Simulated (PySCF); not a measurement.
**H₅O₂+, a complex of two parts: interaction energy**

An exercise on one series of results from a longer session: the logs are not shown, and one member is left open.

Computed with PySCF 2.14.0; each step states its level. No surroundings beyond the atoms listed, unless a continuum is named. Atoms count from 0, parts from 1.

## The system as given

7 atoms, charge 1, multiplicity 1; geometry: GFN2-xTB. Parts: 1 = atoms 0–3, `[OH3+]`, charge 1; 2 = atoms 4–6, `O`, charge 0. In the given geometry H1 is shared between O0 (1.26 Å) and O4 (1.23 Å), so values for the parts refer to these atom groups.

The first run:

The job: settings as JSON, then the geometry in Å.

```
{"job": {"xc": "PBE0", "basis": "def2-TZVPD", "d3": "d3bj", "grid": 3, "kind": "geom", "shake": 0.01}, "charge": 1, "multiplicity": 1, "parts": [{"atoms": "0-3", "charge": 1, "multiplicity": 1}, {"atoms": "4-6", "charge": 0, "multiplicity": 1}]}
O     -0.253493    -0.250480     0.020482
H     -0.874511     0.468852    -0.803235
H      0.278805    -0.891183    -0.406070
H      0.285331     0.295111     0.641581
O     -1.467093     1.166219    -1.629980
H     -2.035670     1.846926    -1.209190
H     -1.984654     0.655275    -2.246460
```

Launch:

```sh
$ OMP_NUM_THREADS=1 python cluster_run.py task.json out
```

This one command runs all jobs of the session in turn.

Steps of the session up to this table: Optimising the geometry at PBE0-D3(BJ)/def2-TZVPD; Coupled-cluster interaction energy: CCSD(T) and MP2, 1.20 Å; Coupled-cluster interaction energy: CCSD(T) and MP2, 1.26 Å; Coupled-cluster interaction energy: CCSD(T) and MP2, 1.32 Å; Coupled-cluster interaction energy: CCSD(T) and MP2, 1.14 Å; Coupled-cluster interaction energy: CCSD(T) and MP2, 1.50 Å; Coupled-cluster interaction energy: CCSD(T) and MP2, 1.08 Å; Coupled-cluster interaction energy: CCSD(T) and MP2, 1.80 Å; Coupled-cluster interaction energy: CCSD(T) and MP2, 2.39 Å.

One table of the session follows, with a row left open; its other results are not shown here.

It belongs to the step «Coupled-cluster interaction energy: CCSD(T) and MP2, 2.39 Å». 

| method | interaction energy (kcal/mol) |
| --- | --- |
| HF/aug-cc-pVDZ | -17.36 |
| MP2/aug-cc-pVDZ | -17.59 |
| CCSD/aug-cc-pVDZ | -17.31 |
| CCSD(T)/aug-cc-pVDZ | -17.40 |
| HF/aug-cc-pVQZ | -17.30 |
| MP2/aug-cc-pVQZ | -17.69 |
| SCS-MP2/aug-cc-pVQZ | -17.43 |
| MP2, extrapolated | -17.73 |
| CCSD(T), limit estimate | ? |

**Question.** Estimate the row for CCSD(T), limit estimate.

**Answer.** interaction energy (kcal/mol): -17.54. In the column «interaction energy (kcal/mol)» it lies between MP2/aug-cc-pVDZ (-17.59) and SCS-MP2/aug-cc-pVQZ (-17.43).
